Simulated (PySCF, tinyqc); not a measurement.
CCD on RHF in the sto-3g basis, frozen core, for CH2, spin multiplicity 1, step by step (part 2 of 2). The lowest restricted solution is unstable here: a spin-polarised one lies 0.0515 hartree lower (PySCF). Computed by tinyqc, a small Python program that keeps every step (integrals from PySCF). Command: `OMP_NUM_THREADS=1 python tinyqc.py 30023 30024 out.jsonl` (the two numbers bound the seeds that draw the settings). One thread of a shared host (Intel(R) Xeon(R) Processor @ 2.60GHz), about 0.1 s of CPU time with the checks.

Geometry (angstrom):
```
atom         x          y         z
C     0.000000   0.000000  0.000000
H     0.000000   0.925000  0.420000
H     0.000000  -0.925000  0.420000
```

## CCD: convergence

E_corr = 1/4 sum <ij||ab> t_ij^ab; stop when the norm of the change is below 1e-8.

Course of the amplitude iterations:
```
update  correlation energy (hartree)  norm of the change
0                        -0.02890301                   -
1                        -0.03882655            9.96e-02
2                        -0.04287789            6.50e-02
3                        -0.04838716            5.17e-02
4                        -0.05059738            3.33e-02
5                        -0.05209895            1.32e-02
6                        -0.05203429            1.10e-03
7                        -0.05204269            3.27e-04
8                        -0.05204746            6.24e-05
9                        -0.05204900            1.76e-05
10                       -0.05204909            2.73e-06
11                       -0.05204922            1.66e-06
12                       -0.05204931            6.95e-07
13                       -0.05204932            1.60e-07
14                       -0.05204932            2.66e-08
15                       -0.05204932            1.05e-08
16                       -0.05204932            1.81e-09
```

Converged amplitudes (spin orbitals 1a, 1b, ...; amplitudes related by a flip of all spins are not repeated):
```
from      to          t
4a 4b  5a 5b  -0.324154
3a 3b  7a 7b  -0.051780
3a 3b  6a 6b  -0.050001
2a 2b  5a 5b  -0.047571
2a 2b  6a 6b  -0.042365
2a 3b  6a 7b  -0.036248
2a 4b  5a 5b   0.029412
2a 4b  6a 6b  -0.028679
2a 3b  6b 7a   0.027220
4a 4b  7a 7b  -0.025899
3a 4b  6a 7b  -0.021000
2a 2b  7a 7b  -0.018847
3a 4b  6b 7a   0.013794
4a 4b  6a 6b  -0.011225
2a 3a  6a 7a  -0.009027
3a 4a  6a 7a  -0.007207
3a 3b  5a 5b  -0.004936
2a 4b  7a 7b   0.003582
```

CCD total energy = -38.38351138 hartree

Converged in 16 updates, with DIIS from the third.
